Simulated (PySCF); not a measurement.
Species, as SMILES: FOF.
Geometry (B3LYP-D3(BJ)/def2-TZVP, fixed):
```
O
F 1 1.4020
F 1 1.4020 2 103.99
```
Charge 0, spin multiplicity 1.

Basis-set convergence of the mean static polarisability at PBE0 with PySCF. All functions are spherical. Density fitting with generated auxiliary sets. No added dispersion term, no relativity. Reference: the value in d-aug-cc-pVTZ, 14.53 bohr³, itself unsure by roughly 0.6 % (its mean distance from aug-pcseg-3, aug-cc-pVQZ, aug-pcseg-2). Deviations are taken from unrounded values.

```json
[
 {"basis": "cc-pVDZ", "functions": "42", "mean static polarisability (bohr³)": "8.67"},
 {"basis": "aug-cc-pVDZ", "functions": "69", "mean static polarisability (bohr³)": "13.56"},
 {"basis": "def2-SVP", "functions": "42", "mean static polarisability (bohr³)": "8.99"},
 {"basis": "def2-SVPD", "functions": "69", "mean static polarisability (bohr³)": "14.10"},
 {"basis": "pcseg-1", "functions": "42", "mean static polarisability (bohr³)": "9.63"},
 {"basis": "aug-pcseg-1", "functions": "69", "mean static polarisability (bohr³)": "14.43"},
 {"basis": "6-311G**", "functions": "54", "mean static polarisability (bohr³)": "9.09"},
 {"basis": "6-311+G**", "functions": "66", "mean static polarisability (bohr³)": "11.54"},
 {"basis": "cc-pVTZ", "functions": "90", "mean static polarisability (bohr³)": "10.58"},
 {"basis": "aug-cc-pVTZ", "functions": "138", "mean static polarisability (bohr³)": "14.19"},
 {"basis": "pcseg-2", "functions": "90", "mean static polarisability (bohr³)": "11.77"},
 {"basis": "aug-pcseg-2", "functions": "138", "mean static polarisability (bohr³)": "14.42"},
 {"basis": "def2-TZVPP", "functions": "93", "mean static polarisability (bohr³)": "11.46"},
 {"basis": "def2-TZVPPD", "functions": "120", "mean static polarisability (bohr³)": "14.44"},
 {"basis": "cc-pVQZ", "functions": "165", "mean static polarisability (bohr³)": "12.02"},
 {"basis": "aug-cc-pVQZ", "functions": "240", "mean static polarisability (bohr³)": "14.41"},
 {"basis": "def2-QZVPP", "functions": "171", "mean static polarisability (bohr³)": "12.47"},
 {"basis": "def2-QZVPPD", "functions": "198", "mean static polarisability (bohr³)": "14.47"},
 {"basis": "pcseg-3", "functions": "180", "mean static polarisability (bohr³)": "13.56"},
 {"basis": "aug-pcseg-3", "functions": "255", "mean static polarisability (bohr³)": "14.51"}
]
```

What the diffuse functions change, pair by pair:
- cc-pVDZ to aug-cc-pVDZ: 27 more functions, deviation -40.3 to -6.7 %
- def2-SVP to def2-SVPD: 27 more functions, deviation -38.1 to -3.0 %
- pcseg-1 to aug-pcseg-1: 27 more functions, deviation -33.7 to -0.7 %
- 6-311G** to 6-311+G**: 12 more functions, deviation -37.4 to -20.5 %
- cc-pVTZ to aug-cc-pVTZ: 48 more functions, deviation -27.2 to -2.3 %
- pcseg-2 to aug-pcseg-2: 48 more functions, deviation -19.0 to -0.7 %
- def2-TZVPP to def2-TZVPPD: 27 more functions, deviation -21.1 to -0.6 %
- cc-pVQZ to aug-cc-pVQZ: 75 more functions, deviation -17.3 to -0.8 %
- def2-QZVPP to def2-QZVPPD: 27 more functions, deviation -14.2 to -0.4 %
- pcseg-3 to aug-pcseg-3: 75 more functions, deviation -6.7 to -0.1 %

They bring the value nearer the reference by more than 0.6 % in 10 of 10 pairs.
